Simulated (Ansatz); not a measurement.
The input, for Ansatz 0.2.0:

```yaml
crystal:
  periodic: [false, false, false]
  atoms:
    - {symbol: B, position_ang: [-1.010431, 0.000000, 0.944195]}
    - {symbol: Al, position_ang: [0.355693, 0.000000, -0.388949]}
    - {symbol: H, position_ang: [-0.163703, 0.000000, 1.770482]}
    - {symbol: H, position_ang: [1.479887, 0.000000, -1.486004]}
basis:
  gaussian: {orbitals: STO-3G}
magnetization: {spin_polarized: true, initial_magnetization: 2}
correlation: {method: ccsdt_q_b, electrons: valence}
```

```sh
$ ansatz run in.yaml --threads 1 --pin off --events-out ev --progress --plain --max-ram 2393MiB
```

Log:

```
263 factors; integrals over basis functions are off by at most 3.9e-8 eV
mean field evaluation 1: about -7190.7233 eV, gradient 1.2e1 eV
mean field evaluation 2: about -7190.7344 eV, gradient 1.2e1 eV
mean field evaluation 4: about -7192.8789 eV, gradient 2.6e0 eV
mean field evaluation 8: about -7193.1268 eV, gradient 9.4e-2 eV
mean field evaluation 16: about -7192.4779 eV, gradient 5.1e0 eV
mean field evaluation 32: about -7189.5793 eV, gradient 9.1e-3 eV
mean field -7193.12567893 eV, -264.3424930250 hartree, gradient 2.0e-6 eV, S^2 2.024022; 0 other end points of the search recorded, 0 dependent functions left out
6 core orbitals not correlated: weight in the atoms' cores, before any rotation towards them, 0.999 or more for the frozen orbitals, at most 0.000 for the correlated occupied ones
reference -7193.12567893 eV, -264.3424930250 hartree; 5, 3 occupied and 5, 7 virtual orbitals, 263 factors
second order -1.40943316 eV of doubles, -0.00000000 eV of singles
cycle   1  -1.79402138 eV  change   -3.8e-1 eV  update   7.3e-2
cycle   2  -2.08708668 eV  change   -2.9e-1 eV  update   4.0e-2
cycle   3  -2.16065474 eV  change   -7.4e-2 eV  update   2.0e-2
cycle   4  -2.17950037 eV  change   -1.9e-2 eV  update   1.0e-2
cycle   5  -2.18271933 eV  change   -3.2e-3 eV  update   3.9e-3
cycle   6  -2.18393862 eV  change   -1.2e-3 eV  update   2.1e-3
cycle   7  -2.18316359 eV  change    7.8e-4 eV  update   8.9e-4
cycle   8  -2.18417104 eV  change   -1.0e-3 eV  update   4.8e-4
cycle   9  -2.18420427 eV  change   -3.3e-5 eV  update   2.3e-4
cycle  10  -2.18408854 eV  change    1.2e-4 eV  update   1.0e-4
cycle  11  -2.18405079 eV  change    3.8e-5 eV  update   5.5e-5
cycle  12  -2.18407919 eV  change   -2.8e-5 eV  update   2.7e-5
cycle  13  -2.18410382 eV  change   -2.5e-5 eV  update   1.3e-5
cycle  14  -2.18409726 eV  change    6.6e-6 eV  update   5.8e-6
cycle  15  -2.18409070 eV  change    6.6e-6 eV  update   2.5e-6
cycle  16  -2.18408937 eV  change    1.3e-6 eV  update   1.1e-6
cycle  17  -2.18408921 eV  change    1.6e-7 eV  update   5.8e-7
perturbative correction -0.00232571 eV, -0.0000854681 hartree
Total energy: -7195.31209385 eV, -264.4228422912 hartree
```

Ran on 1 thread of Intel Xeon Platinum 8488C, shared host: 1.2 s wall, 0.1 GiB peak host memory.
